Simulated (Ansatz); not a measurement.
A made-up structure of MgSiNH₅, singlet:

| atom | x (Å) | y (Å) | z (Å) |
| --- | --- | --- | --- |
| N1 | -1.2156 | 1.5193 | -1.6194 |
| Mg2 | -0.3070 | 0.3847 | -0.4157 |
| Si3 | 0.9247 | -1.1548 | 1.2283 |
| H4 | 1.8089 | -2.2607 | 1.3349 |
| H5 | -1.1711 | 2.5275 | -1.6447 |
| H6 | 1.3311 | -0.4545 | 2.4850 |
| H7 | 2.1804 | -1.7350 | 0.6623 |
| H8 | 0.0976 | -2.3213 | 1.6637 |

It is relaxed with PBE-D4/def2-SVP and then PBE0-D4/def2-TZVP (Ansatz 0.2.0). Atoms count as bonded within 1.22 times the sum of their covalent radii (H–H: 0.88 Å). The end point is not checked to be a true minimum.

Q: Does its bonding change? (Judge from chemistry; the calculation decides.)

A: The calculation gives: Yes. Formed: H4–H7; broken: Si3–H4, Si3–H7.

Where it ends: The first stage lowers the energy by 1.40 eV in 24 steps. It ends as a complex of MgSiNH₃ ([NH][Mg][SiH2]) + H₂:
```xyz
8
angstrom
N -1.2571 1.5927 -1.6512
Mg -0.4600 0.8412 -0.1643
Si 0.2274 -0.8136 1.6143
H 2.8575 -2.6177 1.0100
H -1.2546 2.5042 -2.0970
H 1.1398 -0.5937 2.7752
H 2.6377 -2.1861 0.4394
H -0.2419 -2.2219 1.7682
```

Labels in which every atom is bracketed show which atoms are joined, not bond orders.

For scale, one of the runs: PBE0-D4/def2-TZVP relaxation, 130 basis functions, launched by `ansatz run in.yaml --threads 2 --pin off --events-out ev --progress --plain --max-ram 4352MiB`. Hardware: 2 CPU threads of an Arm Neoverse V2, shared host. Wall time about 72 s.
